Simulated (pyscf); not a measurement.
This saddle point was located with ωB97X-D3(BJ)/def2-SVP in PySCF.

```
C
H 1 1.1002
H 1 1.1003 2 110.61
C 1 1.5139 2 114.52 3 -131.13
H 4 1.1018 1 111.36 2 -175.29
H 4 1.1019 5 107.68 1 -122.40
H 4 1.1041 5 107.45 6 -115.42
H 1 1.2751 2 103.95 3 110.89
C 8 1.4017 3 146.62 1 175.12
H 9 1.0956 8 118.18 3 -12.16
H 9 1.0957 10 123.69 8 179.63
```
Charge 0, spin multiplicity 3.

Surface: triplet, charge 0. Lowest wavenumbers (cm⁻¹): 1432i, 16, 138, 164, 331.

### Question
Which two sides does it connect, and which bonds change?

### Answer
ethane (H₃C–CH₃) + methylene (CH₂) [triplet] <-> ethyl (•H₂C–CH₃) + methyl (CH₃•), a hydrogen abstraction read from left to right: C–H broken and C–H formed. At CCSD(T)/def2-TZVPP + ΔMP2(QZVPP) it lies +43.9 kJ/mol from the left side and +76.0 kJ/mol from the right (each side as separated species at their lowest minima found). •H₂C–CH₃ + CH₃• also meet on a surface of lower spin, which isn't treated here. This is the saddle that the search found; another between the same sides may lie lower. The angle at the transferred H is 177°. The CCSD(T) − MP2 part came from Ansatz, without density fitting, on the same reference.
